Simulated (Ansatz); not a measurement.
**How the elastic constant C12 of zinc-blende CdS (metastable phase) moves with the method**

No measured value is used here.

```csv
level (code),value (GPa),cell (Å³/atom)
LDA (Ansatz),61.2,23.85
PBE (Ansatz),46.9,26.02
PBEsol (Ansatz),?,24.69
r²SCAN (Ansatz),54.4,25.38
```

Problem. Some entries are withheld; supply them.

Solution. 
- PBEsol (Ansatz, a program for electronic structure), value (GPa): 55.0

Each level is taken at its own relaxed cell. Cutoffs differ between the levels. Ansatz's density-functional and Hartree–Fock values are scalar-relativistic unless marked +SOC, with PAW data made under PBE.
